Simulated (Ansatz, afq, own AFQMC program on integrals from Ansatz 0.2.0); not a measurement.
Two steps: Ansatz 0.2.0 writes the Fock matrix and Cholesky factors of the valence space, and afq projects on them the lowest state that overlaps trial and start.

```yaml
crystal:
  periodic: [false, false, false]
  atoms:
    - {symbol: B, position_ang: [0.000000, -1.370482, 0.096984]}
    - {symbol: Ge, position_ang: [0.000000, 0.130907, 1.251342]}
    - {symbol: Ga, position_ang: [0.000000, 0.065420, -1.279968]}
    - {symbol: H, position_ang: [0.000000, 0.739999, -2.681488]}
basis:
  gaussian: {orbitals: cc-pVDZ}
magnetization: {spin_polarized: true, initial_magnetization: 1}
correlation: {method: ccsd_t, electrons: outside_noble_gas, hamiltonian_folder: ham}
```

```sh
$ ansatz run in.yaml --threads 1 --pin off --events-out ev --progress --plain --max-ram 1843MiB
```

Options of the walk:

```
--method phaseless --trial hf --walkers 120 --populations 1 --least-time 40 --time-step 0.005 --steps-per-block 20 --equilibration-blocks 112 --max-blocks 600 --target-error 0.0012000 --factor-cut 1e-05 --start spin_pure --seed 5070 --taylor-order 6
```

Times are imaginary, in 1/Eh. The walk had a cap of 2099 s. Filled inner d shells are frozen with the cores.

```
orbitals 44  electrons 6 5  factors 381 of 828
reference energy -4023.70064622 Eh
CCSD correlation -0.23788452 Eh in 16 cycles, weight of the determinant in the CISD state 0.7622
energy of the start -4023.705936 Eh
 block  time / (1/Eh)  mean weight  energy / Eh
     1     0.100  0.9991  -4023.738482
     2     0.200  0.9988  -4023.764190
     3     0.300  1.0018  -4023.785558
     4     0.400  0.9992  -4023.808928
     5     0.500  1.0009  -4023.827099
     8     0.800  1.0018  -4023.867065
    18     1.800  1.0017  -4023.920566
    69     6.900  0.9999  -4023.930797
   120    12.000  0.9986  -4023.952170
   171    17.100  0.9912  -4023.959689
   205    20.500  1.0011  -4023.926642
   222    22.200  0.9998  -4023.974083
   273    27.300  1.0019  -4023.957781
   324    32.400  1.0009  -4023.975791
   375    37.500  1.0000  -4023.969419
   426    42.600  1.0002  -4023.934322
   477    47.700  0.9988  -4023.957047
   528    52.800  1.0004  -4023.972516
   579    57.900  1.0011  -4023.961196
   630    63.000  1.0003  -4024.009225
   681    68.100  0.9978  -4023.939487
   698    69.800  0.9991  -4023.932580
blocks merged  error / Eh  count
     1  0.000765  600
     2  0.001040  300
     4  0.001388  150
     8  0.001805  75
    16  0.002372  37
    32  0.002381  18
    64  0.002125  9
energy -4023.953254 +/- 0.002381 Eh
(rows thinned)
```

Problem. Estimate how long the walk took on 1 thread of Arm Neoverse V1, with other jobs on the host.

Solution. 7.4 min of wall time.

The run passed its tests (sampling time, drift between the halves within three errors, error under three times the target), which doesn't prove that it has relaxed.

Against this walk (error 64.8 meV) on the same determinant: CCSD(T) 40.6 meV lower (within the noise), CCSDT(Q) 153.6 meV lower. The error is statistical and leaves out the bias of the constraint. The determinant has ⟨S²⟩ = 1.04, so the low cluster orders mix in higher spin (the high orders can go on to a lower state of that spin), while the walk starts as a pure doublet. None of these is a sure reference here.

Cautions: constraint bias not in the error; error above the target (64.8 against 32.7 meV); no relativity below Rb; no spin-orbit coupling; inner d shell frozen; higher spins were not checked; strong correlation (T1 0.062, weight of the determinant 0.76, largest double 0.08); (T) is large, 7 % of the CCSD correlation; unrestricted determinant spin contaminated (⟨S²⟩ 1.04 against 0.75); the bias of populations of 120 walkers isn't removed.

CCSDT and higher add their correlation energy to the determinant of the CCSD(T) run, since their own runs factorise the integrals more tightly (a shift of under 2 meV). A walk keeps the symmetry of its determinant, which the program's search chose and which needn't be the lowest solution, so a lower state of the same spin and another symmetry isn't excluded.
